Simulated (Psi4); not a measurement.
# SiNH3 (SMILES [N][SiH3]): UPBE/def2-TZVP (density fitting with cc-pvdz-jkfit, sweep point 2)

Aim: the vertical electron affinity of SiNH3 at UPBE/def2-TZVP (density fitting with cc-pvdz-jkfit, sweep point 2), from 2 runs. 

The results are computed with Psi4 1.11.

**1. The structure to begin with**

SiNH3 has 5 atoms, charge 0, and is taken as a triplet. As SMILES, `[N][SiH3]`. The coordinates come from a GFN2-xTB relaxation.

Bond lengths: N1–Si2 1.655 Å, Si2–H3 1.476 Å, Si2–H4 1.476 Å, Si2–H5 1.476 Å. Angles: N1–Si2–H3 111.3°, N1–Si2–H4 111.1°, N1–Si2–H5 111.1°, H3–Si2–H4 107.7°, H3–Si2–H5 107.7°, H4–Si2–H5 107.7°.

**2. The energy at UPBE/def2-TZVP (density fitting with cc-pvdz-jkfit, sweep point 2)**

h3nsi.dat reads:

```
memory 1600 MB

molecule system {
  0 3
  N     -2.90380985     0.63179214     0.90614257
  Si     0.01935080    -0.00442196    -0.00721875
  H      0.12273771    -0.59186222    -2.73139124
  H      1.04898697    -2.19771369     1.37422774
  H      1.71273438     2.16220573     0.45823969
  units au
  symmetry c1
}

set basis def2-TZVP
set reference uks
set puream true
set scf_type df
set dft_radial_points 99
set dft_spherical_points 590
set df_basis_scf cc-pvdz-jkfit
set maxiter 150

e_tot, wfn = energy("pbe", return_wfn=True)
print_variables()
```

Started as:

```sh
psi4 -n 1 h3nsi.dat h3nsi.out
```

h3nsi.out:

```text
[...]
  Running in c1 symmetry.
[...]
  Nuclear repulsion =   51.355040895474829
[...]
  Multiplicity = 3
[...]
  Nalpha       = 13
  Nbeta        = 11
[...]
    Number of basis functions: 86
[...]
   @DF-UKS iter   1:  -345.54764677641339   -2.65523e-01   7.06441e-03 DIIS/ADIIS
[...]
   @DF-UKS iter   9:  -345.72194876049139   -2.95838e-08   2.66668e-07 DIIS
[...]
   @S^2 Observed:                2.005708513E+00
[...]
    Orbital Energies [Eh]
    ---------------------
    Alpha Occupied:
       1A    -65.404236     2A    -14.040642     3A     -5.057964
       4A     -3.467447     5A     -3.467222     6A     -3.467220
       7A     -0.759639     8A     -0.479276     9A     -0.355215
      10A     -0.355197    11A     -0.298822    12A     -0.275140
      13A     -0.275055
    Alpha Virtual:
      14A     -0.019069    15A      0.025980    16A      0.026160
      17A      0.038888    18A      0.130207    19A      0.130217
      20A      0.171247    21A      0.195119    22A      0.195360
      23A      0.212412    24A      0.257626    25A      0.257668
[...]
  @DF-UKS Final Energy:  -345.72194876049139
   => Energetics <=
    Nuclear Repulsion Energy =             51.3550408954748292
    One-Electron Energy =                -579.1312005180724327
    Two-Electron Energy =                 210.7226446939801008
    DFT Exchange-Correlation Energy =     -28.6684338318739407
    Empirical Dispersion Energy =           0.0000000000000000
    VV10 Nonlocal Energy =                  0.0000000000000000
    Total Energy =                       -345.7219487604913866
[...]
 Multipole Moments:
 ------------------------------------------------------------------------------------
     Multipole            Electronic (a.u.)      Nuclear  (a.u.)        Total (a.u.)
 ------------------------------------------------------------------------------------
 L = 1.  Multiply by 2.5417464519 to convert [e a0] to [Debye]
 Dipole X            :         -2.0619855            2.6745596            0.6125741
 Dipole Y            :          0.4481175           -0.5816206           -0.1335031
 Dipole Z            :          0.6404174           -0.8329727           -0.1925553
 Magnitude           :                                                    0.6558564
[...]
```

Wall time 16 s (1 thread of Intel Xeon Platinum 8259CL at 2.50GHz (Skylake/Cascade Lake), shared host); peak memory 0.85 GiB.

**3. The doublet anion at the same level**

h3nsi.in reads:

```
memory 1600 mb

molecule geom {
  -1 2
  N     -2.90380985     0.63179214     0.90614257
  Si     0.01935080    -0.00442196    -0.00721875
  H      0.12273771    -0.59186222    -2.73139124
  H      1.04898697    -2.19771369     1.37422774
  H      1.71273438     2.16220573     0.45823969
  units bohr
  symmetry c1
}

set {
  basis                def2-TZVP
  reference            uks
  puream               true
  scf_type             df
  dft_radial_points    99
  dft_spherical_points 590
  df_basis_scf         cc-pvdz-jkfit
  maxiter              150
}

result = energy("pbe")
print_variables()
```

Started as:

```sh
psi4 -n 1 h3nsi.in h3nsi.out
```

h3nsi.out:

```text
[...]
  Running in c1 symmetry.
[...]
  Nuclear repulsion =   51.355040895474829
[...]
  Multiplicity = 2
[...]
  Nalpha       = 13
  Nbeta        = 12
[...]
    Number of basis functions: 86
[...]
   @DF-UKS iter   1:  -345.29752895607413   -1.54049e-02   1.12468e-02 DIIS/ADIIS
[...]
   @DF-UKS iter  11:  -345.77579436008199   -9.25786e-09   4.49495e-07 DIIS
[...]
   @S^2 Observed:                7.530929859E-01
[...]
    Orbital Energies [Eh]
    ---------------------
    Alpha Occupied:
       1A    -65.156214     2A    -13.697810     3A     -4.806263
       4A     -3.217350     5A     -3.216011     6A     -3.214081
       7A     -0.428865     8A     -0.234994     9A     -0.114291
      10A     -0.102478    11A     -0.001417    12A      0.016182
      13A      0.060131
    Alpha Virtual:
      14A      0.189260    15A      0.230389    16A      0.236167
      17A      0.241611    18A      0.319168    19A      0.324921
      20A      0.381562    21A      0.424939    22A      0.427405
      23A      0.431209    24A      0.464887    25A      0.476677
[...]
  @DF-UKS Final Energy:  -345.77579436008199
   => Energetics <=
    Nuclear Repulsion Energy =             51.3550408954748292
    One-Electron Energy =                -585.5779224883490315
    Two-Electron Energy =                 217.3594244937148687
    DFT Exchange-Correlation Energy =     -28.9123372609227012
    Empirical Dispersion Energy =           0.0000000000000000
    VV10 Nonlocal Energy =                  0.0000000000000000
    Total Energy =                       -345.7757943600819885
[...]
 Multipole Moments:
 ------------------------------------------------------------------------------------
     Multipole            Electronic (a.u.)      Nuclear  (a.u.)        Total (a.u.)
 ------------------------------------------------------------------------------------
 L = 1.  Multiply by 2.5417464519 to convert [e a0] to [Debye]
 Dipole X            :         -1.7084880            2.6745596            0.9660716
 Dipole Y            :          0.3769351           -0.5816206           -0.2046855
 Dipole Z            :          0.5759027           -0.8329727           -0.2570700
 Magnitude           :                                                    1.0204291
[...]
```

Wall time 19 s (1 thread of Intel Xeon Platinum 8259CL at 2.50GHz (Skylake/Cascade Lake), shared host); peak memory 0.85 GiB.

**4. Outcome**

At UPBE/def2-TZVP (density fitting with cc-pvdz-jkfit, sweep point 2):

```
                                         quantity          value
                      triplet SiNH3: total energy  -345.72195 Eh
                     triplet SiNH3: dipole moment         1.67 D
triplet SiNH3: HOMO energy (highest over α and β)       -7.26 eV
 triplet SiNH3: LUMO energy (lowest over α and β)       -4.92 eV
                              triplet SiNH3: ⟨S²⟩          2.006
                      doublet anion: total energy  -345.77579 Eh
doublet anion: HOMO energy (highest over α and β)        2.02 eV
 doublet anion: LUMO energy (lowest over α and β)        2.57 eV
                              doublet anion: ⟨S²⟩          0.753
vertical electron affinity (to the doublet anion)       1.465 eV
```

In words: At fixed nuclei the extra electron is bound by 1.47 eV (34 kcal/mol). The basis has no diffuse functions, so the error can be as large as this value. The HOMO (doublet anion) lies at positive energy, 2.02 eV, as semi-local functionals often give for anions; only total energies tell whether the electron is bound.
